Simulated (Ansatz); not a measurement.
# Counterpoise correction, worked out

The pair of HF (SMILES F, atoms 1–2) and CH$_{3}$F (SMILES CF, atoms 3–7), both closed shells, in one local arrangement (a lower one may exist), relaxed at PBE0-D4/def2-TZVP:

```
atom    x (Å)    y (Å)    z (Å)
  F1   0.6861   0.0723  -2.3195
  H2   0.8226  -0.2906  -1.4736
  C3  -0.3574   0.0834   0.7887
  F4   0.6801  -0.6546   0.2192
  H5   0.0627   0.7027   1.5809
  H6  -1.0887  -0.6162   1.1926
  H7  -0.8053   0.7032   0.0117
```

Ansatz 0.2.0; basis: def2-TZVPPD; cores frozen in the correlated methods.

MP2 total energies in eV:

| system | geometry | basis functions | energy |
| --- | --- | --- | --- |
| pair | pair | all | -6527.65051 |
| HF | as in the pair | all (partner as ghosts) | -2730.38149 |
| CH$_{3}$F | as in the pair | all (partner as ghosts) | -3797.03953 |
| HF | as in the pair | its own | -2730.37076 |
| CH$_{3}$F | as in the pair | its own | -3797.02487 |
| HF | free (PBE0-D4 minimum) | its own | -2730.37406 |
| CH$_{3}$F | free (PBE0-D4 minimum) | its own | -3797.02359 |

Question: Work out the interaction energy with and without the counterpoise correction, the superposition error, and the binding energy from the relaxed fragments.

Answer: Without correction: -6527.65051 − (-2730.37076) − (-3797.02487) = -0.25488 eV.
With correction (each fragment in the whole basis): -6527.65051 − (-2730.38149) − (-3797.03953) = -0.22949 eV = -5.29 kcal/mol.
The superposition error is the difference, 0.02539 eV, 10 % of the uncorrected value: each fragment borrows its partner's functions.
Deformation from the free shapes: 0.00330 eV for HF and -0.00128 eV for CH$_{3}$F (a small negative value is possible, since the free shapes are minima of another method).
Binding energy from relaxed fragments: -0.22949 + 0.00330 + (-0.00128) = -0.22747 eV = -5.25 kcal/mol (electronic, without zero-point energy; negative means bound). For comparison, the corrected interaction energy by CCSD(T) at an estimated basis limit (MP2 extrapolated from triple and quadruple zeta, plus CCSD(T) − MP2 in triple zeta) is -0.255 eV.

T1 diagnostic: at most 0.011.

For scale, one of the runs: CCSD(T)/def2-TZVPPD, 185 basis functions, launched by `ansatz run in.yaml --threads 2 --pin off --events-out ev --progress --plain --max-ram 5222MiB`. Time: 66 s of wall clock on 2 CPU threads; the host was shared. Peak host memory: 2 GiB.
